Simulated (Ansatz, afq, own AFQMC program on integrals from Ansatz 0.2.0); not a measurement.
Integrals from Ansatz 0.2.0, then the random walk in our own AFQMC program (afq).

```yaml
crystal:
  periodic: [false, false, false]
  atoms:
    - {symbol: W, position_ang: [0.000000, 0.000000, 0.181746]}
    - {symbol: N, position_ang: [0.000000, 0.000000, -2.011657]}
    - {symbol: H, position_ang: [0.000000, 0.839054, -2.597158]}
    - {symbol: H, position_ang: [0.000000, -0.839054, -2.597158]}
basis:
  gaussian: {orbitals: def2-SVP}
total_charge: 1
magnetization: {spin_polarized: true, initial_magnetization: 6}
correlation: {method: ccsd_t, electrons: outside_noble_gas, hamiltonian_folder: ham}
```

```sh
$ ansatz run in.yaml --threads 1 --pin off --events-out ev --progress --plain --max-ram 24576MiB --backend cuda --devices 0, --max-vram 18GiB
```

afq runs on the folder ham with

```
--method phaseless --trial cisd --walkers 4000 --populations 20 --least-time 60 --time-step 0.005 --steps-per-block 50 --equilibration-blocks 40 --max-blocks 4000 --target-error 0.00021 --factor-cut 1e-05 --start spin_pure --seed 8580 --release-times 0.24,0.6,1.2,2,3,4.2 --release-step 0.04 --release-every 3 --taylor-order 6
```

Times are imaginary, in 1/Eh. The walk had a cap of 235 s. With eight or more populations the least sampling time is a fifth of least-time, and the error comes from their spread. Core potentials past Kr, no spin–orbit coupling.

Log:

```
orbitals 51  electrons 9 3  factors 422 of 567
reference energy -121.68756665 Eh
CCSD correlation -0.21449934 Eh in 13 cycles, weight of the determinant in the CISD state 0.9185
energy of the start -121.901915 Eh
 block  time / (1/Eh)  mean weight  energy / Eh
     1     0.250  0.9997  -121.900131
     2     0.500  1.0001  -121.901703
     3     0.750  1.0000  -121.903406
     4     1.000  1.0001  -121.904231
     5     1.250  0.9996  -121.904862
     8     2.000  1.0002  -121.906174
    11     2.750  1.0002  -121.906235
    17     4.250  1.0001  -121.906593
    23     5.750  1.0001  -121.907002
    29     7.250  0.9996  -121.906407
    31     7.750  1.0000  -121.906086
    35     8.750  1.0000  -121.906454
    41    10.250  0.9998  -121.907266
    47    11.750  1.0003  -121.907115
    53    13.250  1.0000  -121.906949
    59    14.750  1.0000  -121.906739
    61    15.250  1.0000  -121.907425
    65    16.250  0.9999  -121.906586
    71    17.750  1.0002  -121.906819
    77    19.250  0.9998  -121.906612
    83    20.750  1.0001  -121.907247
    89    22.250  1.0005  -121.906361
error from the spread of 20 populations
released: time / (1/Eh)  energy / Eh  error  mean overlap
  0.24  -121.906852  0.000086  1.0016
  0.60  -121.906977  0.000065  0.9978
  1.20  -121.906906  0.000051  0.9933
  2.00  -121.906961  0.000100  0.9855
  3.00  -121.906718  0.000127  0.9870
  4.20  -121.906991  0.000146  0.9887
energy -121.906868 +/- 0.000095 Eh
(rows thinned)
```

The run passed its tests (sampling time, drift between the halves within three errors, error under three times the target), which doesn't prove that it has relaxed.

Against this walk (error 2.6 meV) on the same determinant: CCSD(T) 22.4 meV higher, CCSDT(Q) 0.3 meV lower (within the noise). The error is statistical and leaves out the bias of the constraint. Released to 4.20 1/Eh the energy moves by -3 ± 5 meV (both errors), within twice the noise.

Cautions: constraint bias not in the error; no spin-orbit coupling; outer-core shells of the metal frozen; lower spins were not checked; higher spins were not checked.

The walk took 2.9 min on 1 × NVIDIA H100 80GB HBM3 with 2 threads of AMD EPYC 7R13 Processor (Zen 3), with other jobs on the host (the card was shared). The log's last line is the phaseless energy.

CCSDT and higher add their correlation energy to the determinant of the CCSD(T) run, since their own runs factorise the integrals more tightly (a shift of under 2 meV). A walk keeps the symmetry of its determinant, which the program's search chose and which needn't be the lowest solution, so a lower state of the same spin and another symmetry isn't excluded.
